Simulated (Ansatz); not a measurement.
A displaced shape of singlet CH2:

```xyz
3

C     0.0429    0.0231   -0.1909
H    -0.0360    0.8966    0.5370
H     0.0445   -0.8464    0.5223
```

It was optimised with HF/def2-SVP in Ansatz (development build ahead of 0.2.0) to forces under 0.001 eV/Å, with restricted orbitals. Each step stands on the lowest determinant of that kind that the program's search found.

Question: What shape does it relax to, and how does the optimisation go?

Answer:

```xyz
3

C     0.0413    0.0283   -0.1660
H    -0.0347    0.8857    0.5224
H     0.0448   -0.8407    0.5120
```

Bond lengths: C1–H2 1.102 Å, C1–H3 1.102 Å. Angles: H2–C1–H3 103.3°.

| step | E − E(start) (eV) | largest force (eV/Å) |
| --- | --- | --- |
| 1 | 0.0000 | 1.3103 |
| 2 | -0.0298 | 0.3565 |
| 3 | -0.0320 | 0.0297 |
| 4 | -0.0321 | 0.0026 |
| 5 | -0.0321 | 0.0001 |

The optimisation ended after 5 steps with its threshold met. Caution: near this shape an unrestricted determinant lies lower.
